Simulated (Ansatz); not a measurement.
What does this script print? It uses the Python package of Ansatz (0.2.0).

`ch4clsi.py`
```python
import itertools

import ansatz as az
from ase.data import atomic_numbers, covalent_radii
import numpy as np

GEOMETRY = '''
C    -0.64305    0.46848   -0.33042
Si    1.02180   -0.40085   -0.05334
Cl    0.69886   -2.29637    0.62608
H    -0.49925    1.48481   -0.68351
H    -1.20871    0.51447    0.59923
H    -1.25288   -0.05651   -1.06101
H     1.88322    0.28597    0.90297
'''

molecule = az.Crystal.molecule()
for line in GEOMETRY.strip().splitlines():
    symbol, *xyz = line.split()
    molecule = molecule.atom(symbol, [float(v) for v in xyz])

job = (
    molecule.calculation()
    .basis(gaussian='def2-SVP')
    .functional('B3LYP')
    .spin('collinear', total=1)
)
symbols = [site.symbol for site in molecule.cartesian_sites]
start = np.array([site.position_ang for site in molecule.cartesian_sites], dtype=float)
summary = job.relax(force_tolerance=0.01).run().report
end = np.array(summary['positions_ang'])
radius = [covalent_radii[atomic_numbers[s]] for s in symbols]
span = lambda where, i, j: np.linalg.norm(where[i] - where[j])
bonded = [(i, j) for i, j in itertools.combinations(range(len(symbols)), 2) if min(span(start, i, j), span(end, i, j)) < 1.2 * (radius[i] + radius[j])]
print('pair        before    after (A)')
for i, j in bonded:
    print(f'{symbols[i]}{i}-{symbols[j]}{j}'.ljust(10), f'{span(start, i, j):8.4f} {span(end, i, j):8.4f}')

minimum = az.Crystal.molecule()
for symbol, place in zip(symbols, end):
    minimum = minimum.atom(symbol, place.tolist())
at_minimum = minimum.calculation().spin('collinear', total=1)
level = lambda method, basis: at_minimum.basis(gaussian=basis).correlation(method).run().report
small, large, cluster = level('mp2', 'cc-pVDZ'), level('mp2', 'cc-pVTZ'), level('ccsd_t', 'cc-pVDZ')
corr = lambda each: (each['free_energy_ev'] - each['reference_energy_ev']) / 27.211386246
mp2_limit = (27 * corr(large) - 8 * corr(small)) / 19
pieces = {'HF / cc-pVTZ': large['reference_energy_ev'] / 27.211386246, 'MP2 correlation, DZ-TZ limit': mp2_limit, 'CCSD(T) - MP2 / cc-pVDZ': corr(cluster) - corr(small)}
for name, value in pieces.items():
    print(f'{name:32s} {value:14.6f} Ha')
print(f'{"sum":32s} {sum(pieces.values()):14.6f} Ha')
print('T1 diagnostic', round(cluster['correlation']['coupled_cluster']['t1_diagnostic'], 4))
```

```console
$ python ch4clsi.py
pair        before    after (A)
C0-Si1       1.8985   1.8866
C0-H3        1.0855   1.1023
C0-H4        1.0892   1.1035
C0-H5        1.0869   1.1007
Si1-Cl2      2.0393   2.0947
Si1-H6       1.4589   1.4988
HF / cc-pVTZ                        -788.700046 Ha
MP2 correlation, DZ-TZ limit          -0.513818 Ha
CCSD(T) - MP2 / cc-pVDZ               -0.052817 Ha
sum                                 -789.266682 Ha
T1 diagnostic 0.0112
```

What to keep in mind:
- Total energies depend on the basis set; only differences at equal settings carry meaning.
- The sum leaves out core correlation, relativity, the Hartree-Fock basis error and zero-point energy; a DZ-TZ extrapolation is rough.
- The species is open-shell (spin multiplicity 2).
- b3lyp holds the VWN-RPA fit, as in Gaussian; the form of ORCA and Turbomole is b3lyp5.
- Inner cores stay frozen, so this is valence correlation.
- For Al to Cl the sets with a tight d function, cc-pV(X+d)Z, are usual.
- Wall time of the script: 19 s on 1 thread of Intel(R) Xeon(R) 6975P-C (Granite Rapids), with other jobs on the host, peak memory 0.38 GiB.

(Lines on the test bed's own set-up are left out of the output.)
